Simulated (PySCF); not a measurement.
Molecule: SMILES C=S, CH₂S.

Geometry (Å), atoms numbered from 1 in this order:
```xyz
4

C    -0.1149    0.0053    0.0029
S     1.4839   -0.0522    0.1348
H    -0.6121    0.8191   -0.5087
H    -0.7466   -0.7675    0.4212
```

Frames of a GFN2-xTB Langevin trajectory at 400 K; GIAO PBE0/pcSseg-1 shieldings in PySCF 2.14.0 with density-fitted response routines, gas phase, non-relativistic; equivalent atoms averaged within each frame.

Referencing at the same level of theory: 13C (σ = 186.93 ppm), 1H (σ = 31.72 ppm) vs TMS; 33S (σ = 503.73 ppm) against CS2. The references are static minima.

Question: How do the shifts (ppm) fluctuate along the trajectory?

Answer: 
```tsv
time (fs)	C1	S2	H3/H4
optimised geometry	266.2	1384	11.90
250	286.9	1562	12.14
425	284.7	1522	12.92
625	251.3	1260	11.82
800	257.8	1358	11.48
1000	270.3	1443	11.81
mean of frames	270.2	1429	12.03
standard deviation	15.8	123	0.55
```

5 frames give an uncertainty of the mean of about the standard deviation over 2.2 at best, since frames this close in time may not be independent; classical motion lacks zero-point vibration, and the reference would need the same averaging.
